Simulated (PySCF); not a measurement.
Level of theory: B3LYP-D3(BJ)/def2-TZVP (PySCF). All species are isolated molecules in the gas phase. B3LYP has the VWN-RPA correlation part, as in Gaussian. Delta-SCF ions had no search for a lower state. 

Reference species (SMILES): `CC` (neutral, multiplicity 1).

```
Property                                  Result
--------------------------------------  --------
HOMO–LUMO gap                           10.47 eV
HOMO                                    -9.41 eV
vertical ionisation energy (Delta-SCF)  12.26 eV
```

Changed species: `[SiH3][SiH3]`.

Task: Give the shifts of the HOMO–LUMO gap, HOMO and vertical ionisation energy (Delta-SCF).

Result: the HOMO–LUMO gap drops by 2.15 eV, to 8.32 eV; the HOMO rises by 1.24 eV, to -8.17 eV; the vertical ionisation energy (Delta-SCF) falls by 1.74 eV, to 10.52 eV.
